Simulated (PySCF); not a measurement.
# BF⁺: from constants to spectrum

UHF-CCSD(T) constants of BF⁺, ²Σ⁺ (doublet), unpaired electrons σ ↑ (PySCF, no relativity, basis sets B def2-TZVPPD, F def2-TZVPPD; masses 11.0093 and 18.9984 u):

| Quantity | Value |
| --- | --- |
| ωe | 1685.8 cm⁻¹ |
| ωexe | 10.6 cm⁻¹ |
| Be | 1.6278 cm⁻¹ |
| αe | 0.0158 cm⁻¹ |
| De to B⁺ + F | 4.86 eV |

Problem. What force constant and bond length do these constants imply?

Solution. Reduced mass μred = 6.9702 u; k = 5.8918×10⁻⁷·μred·ωe² (u, cm⁻¹, mdyn/Å) = 11.7 mdyn/Å; Re = √(16.8576/(μred·Be)) (u, cm⁻¹, Å) = 1.219 Å.

Problem. Estimate the centrifugal constant D from the Kratzer relation and find the Dunham coefficient a1.

Solution. D = 4Be³/ωe² = 6.07e-06 cm⁻¹; a1 = −1 − αeωe/(6Be²) = -2.68.

Correlated steps freeze 2 core orbitals. For an ion De counts to the pair picked by the measured ionisation energies or electron affinities, which need not be the lowest pair at this level. The state was picked by a PBE0 search and need not be the measured ground state.
